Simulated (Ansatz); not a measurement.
Results of B3LYP (VWN-RPA form) (Ansatz, a first-principles code, plane waves, PAW) for diamond-structure Si.

Run with plane-wave cutoff 520 eV, 8×8×8 k mesh, scalar-relativistic PAW data made under PBE.

Cell (relaxed at this level):

Si has the cubic space group Fd-3m, origin choice 1 (No. 227), the diamond structure, Pearson symbol cF8. Cell: a = b = c = 5.4858 Å, α = β = γ = 90.00°. Si on 8a has 4 Si at 2.375 Å (tetrahedral). (Neighbours: up to the widest gap in distance over summed covalent radii, below 1.35, at either atom.)
(The calculation used a cell of 2 atoms; values per cell refer to that cell.)

Question: What does this level give for the Young modulus, elastic constant C44, Poisson ratio, Voigt–Reuss–Hill shear modulus (Hill average), elastic constant C11 and elastic constant C12?

Answer: 
- Young modulus: 167 GPa
- elastic constant C44: 82.8 GPa
- Poisson ratio: 0.189
- Voigt–Reuss–Hill shear modulus (Hill average): 70.4 GPa
- elastic constant C11: 163 GPa
- elastic constant C12: 52.8 GPa

Measured, for comparison: elastic constant C44 80.2 GPa, elastic constant C11 168 GPa, elastic constant C12 64.9 GPa (low temperature, zero-point motion not removed; as tabulated in Tanner et al. (2021), arXiv:2110.11888). Computed (rounded) less measured: elastic constant C44 +3 %, elastic constant C11 -3 %, elastic constant C12 -19 %.

Elastic constants are with the ions relaxed.

The computed numbers hold no vibrational or temperature effects.

Computing time: around 30 core-minutes (rough).
